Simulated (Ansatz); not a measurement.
```xyz
12

C     1.663   -0.575    0.356
C     0.385    0.220    0.356
O    -0.502   -0.358   -0.593
C    -1.743    0.202   -0.614
F    -1.714    1.476   -1.156
H     2.128   -0.553   -0.631
H     1.473   -1.616    0.624
H     2.367   -0.154    1.078
H     0.574    1.266    0.093
H    -0.091    0.202    1.347
H    -2.166    0.308    0.394
H    -2.375   -0.415   -1.255
```

Charge 0, multiplicity 1.

Question: List the PBE/def2-TZVPP orbital energies in eV (Ansatz 0.2.0). (Best estimate.)

Answer: Ansatz gave: Occupied: -659.56, -510.88, -271.98, -270.33, -268.81, -29.91, -26.48, -19.28, -16.76, -15.15, -12.99, -12.66, -12.42, -11.33, -9.85, -9.70, -9.02, -8.95, -8.32, -7.53, -6.72. Lowest empty: 0.60, 1.15, 1.47, 1.91, 2.13, 2.37, 2.49, 2.70.
